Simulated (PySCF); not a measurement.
# C5H8O: the cost of one run

Programs: PySCF 2.14.0, with density-fitted response routines of our own. Each step states its level of theory. These are calculated values for one molecule, in the gas phase or a continuum, unless marked as measured. Atoms count from 0, in the outputs and in this text.

### Step 1. The molecule as given

14 atoms, charge 0, multiplicity 1; geometry from: GFN2-xTB. The atoms were then displaced at random by about 0.01 Å, so the start is not that level's minimum.

Bonds of the start (Å): C0–C1 1.34, C1–C2 1.50, C2–O3 1.20, C2–C4 1.50, C4–C5 1.52, C0–H6 1.09, C0–H7 1.07, C1–H8 1.10, C4–H9 1.11, C4–H10 1.10, C5–H11 1.08, C5–H12 1.10, C5–H13 1.10.

### Step 2. Optimising the geometry at PBE0-D3(BJ)/def2-TZVP

The job: settings as JSON, then the geometry in Å.

```
{"job": {"xc": "PBE0", "basis": "def2-TZVP", "d3": "d3bj", "grid": 2, "shake": 0.01, "kind": "geom"}, "charge": 0, "multiplicity": 1}
C      2.647860     0.689860     0.072350
C      1.543940     0.224760     0.667450
C      0.229000     0.129230    -0.045060
O      0.149280     0.419100    -1.206920
C     -0.894420    -0.356270     0.825690
C     -2.205750    -0.455310     0.068060
H      2.575530     1.043840    -0.956310
H      3.597700     0.806250     0.554070
H      1.571230    -0.102560     1.715500
H     -0.993500     0.349940     1.679370
H     -0.619120    -1.320500     1.268770
H     -2.094990    -1.176050    -0.733840
H     -2.492110     0.512080    -0.372360
H     -3.021810    -0.779440     0.735480
```

The run is started by

```console
$ OMP_NUM_THREADS=1 python probes_run.py task.json out
```

This one command runs all jobs of the session in turn.

**Question.** How long does this first job take on 1 thread of Arm Neoverse V2, shared host, and how much memory does it need?

About 1.8 min, with a peak of 1.1 GiB.
